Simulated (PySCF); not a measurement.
Gas-phase reaction: 3 SiOCl2 + SiH4 + 3 Cl2 → 3 SiCl3OH + SiHCl3

Method: PySCF energies plus ideal-gas RRHO corrections (1 bar). † marks an energy on the PBE0/def2-TZVP geometry and frequencies; other levels use their own. MP2 and CCSD(T) freeze the core. All species are closed-shell singlets. SiOCl2, SiCl3OH: computed as isolated molecules; such fragments, hydroxides, amides, oligomers or adducts are transient or little studied in the gas. MP2 isn't extrapolated to the basis-set limit; its ΔH°(298 K) is -1707.4 kJ in def2-SVP and -1690.9 kJ in def2-TZVPP. CCSD(T) isn't extrapolated to the basis-set limit; its ΔH°(298 K) is -1647.0 kJ in def2-SVP and -1635.3 kJ in def2-TZVPP. The harmonic model lacks anharmonicity and excited electronic states, which grow with temperature; levels with a mode under 35 cm⁻¹ are left out. Internal rotation in SiCl3OH is treated as a harmonic vibration of one conformer, which makes the entropy rough.

```
level                ΔE electronic, kJ  ΔH°(298 K), kJ  ΔS°(298 K), J/K  ΔG°(2500 K), kJ
-------------------  -----------------  --------------  ---------------  ---------------
BLYP/def2-TZVP†                  -1429           -1391             -407             -477
CCSD(T)/def2-TZVPP†              -1674           -1635             -407             -721
MP2/def2-SVP†                    -1746           -1707             -407             -794
PBE0/def2-QZVP†                  -1666           -1627             -407             -713
PBE0/def2-SVP†                   -1751           -1713             -407             -799
PBE0/def2-TZVP                   -1665           -1627             -407             -713
r2SCAN/def2-TZVP†                -1676           -1638             -407             -724
LDA/def2-TZVP†                   -1688           -1649             -407             -735
```
ΔH° is lowest at PBE0/def2-SVP† and highest at BLYP/def2-TZVP†. No reference value is set beside these.
